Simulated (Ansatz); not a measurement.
I need vertical and adiabatic energies of changing the electron count of C2H3Al, SMILES [CH]1=[CH][AlH]1. Use the Ansatz DFT code, driven from Python. Level of theory (for the species named): CAM-B3LYP, 6-31G* basis, multiplicity 1.

```xyz
6

C    -0.6621   -0.5800   -0.3655
C     0.4859    0.1244   -0.8096
Al    0.1293    0.3218    0.9561
H    -1.4968   -1.1286   -0.6467
H     1.1633    0.3613   -1.6429
H     0.4224    0.8371    2.4625
```

`c2h3al_adiabatic.py`:
```python
from dataclasses import dataclass
import itertools

import ansatz as az
from ase.data import atomic_numbers, covalent_radii
import numpy as np


@dataclass(frozen=True)
class Options:
    basis_set: str = "6-31G*"
    functional: str = "cam_b3lyp"
    net_charge: int = 1


opts = Options()

geometry = (
    az.Crystal.molecule()
    .atom("C", [-0.6621, -0.58, -0.3655])
    .atom("C", [0.4859, 0.1244, -0.8096])
    .atom("Al", [0.1293, 0.3218, 0.9561])
    .atom("H", [-1.4968, -1.1286, -0.6467])
    .atom("H", [1.1633, 0.3613, -1.6429])
    .atom("H", [0.4224, 0.8371, 2.4625])
)

base = geometry.calculation()
base = base.basis(gaussian=opts.basis_set).functional(opts.functional)
symbols = [site.symbol for site in geometry.cartesian_sites]
start = np.array([site.position_ang for site in geometry.cartesian_sites], dtype=float)
summary = base.relax(force_tolerance=0.01).run().report
end = np.array(summary["positions_ang"])

minimum = az.Crystal.molecule()
for symbol, place in zip(symbols, end):
    minimum = minimum.atom(symbol, place.tolist())
ion = (
    minimum.calculation()
    .basis(gaussian=opts.basis_set)
    .functional(opts.functional)
    .charge(opts.net_charge)
    .spin("collinear", total=1)
)
vertical = ion.run().report
settled = ion.relax(force_tolerance=0.01, max_steps=80).run().report
print(f"vertical ionisation energy   {vertical['free_energy_ev'] - summary['free_energy_ev']:.3f} eV")
print(f"adiabatic, no zero point     {settled['free_energy_ev'] - summary['free_energy_ev']:.3f} eV")
print(f"relaxation energy of the ion {vertical['free_energy_ev'] - settled['free_energy_ev']:.3f} eV")
ionised = np.array(settled["positions_ang"])
radius = [covalent_radii[atomic_numbers[s]] for s in symbols]
span = lambda where, i, j: np.linalg.norm(where[i] - where[j])
bonded = [(i, j) for i, j in itertools.combinations(range(len(symbols)), 2) if min(span(end, i, j), span(ionised, i, j)) < 1.2 * (radius[i] + radius[j])]
print("pair        before    after (A)")
for i, j in bonded:
    print(f"{symbols[i]}{i}-{symbols[j]}{j}".ljust(10), f"{span(end, i, j):8.4f} {span(ionised, i, j):8.4f}")
```

```console
$ python c2h3al_adiabatic.py
vertical ionisation energy   8.785 eV
adiabatic, no zero point     8.010 eV
relaxation energy of the ion 0.775 eV
pair        before    after (A)
C0-C1        1.3683   1.2842
C0-Al2       1.8537   1.9729
C0-H3        1.0896   1.0892
C1-Al2       1.8537   1.9729
C1-H4        1.0896   1.0892
Al2-H5       1.5676   1.5481
```

The energies are electronic: no zero-point or thermal terms, and the basis set is short of its limit. The product may relax into another structure. Each relaxation finds its nearest minimum, which needn't be the lowest. It ran for 39 s on 1 thread of Arm Neoverse V1 (shared host), peak memory 0.22 GiB.
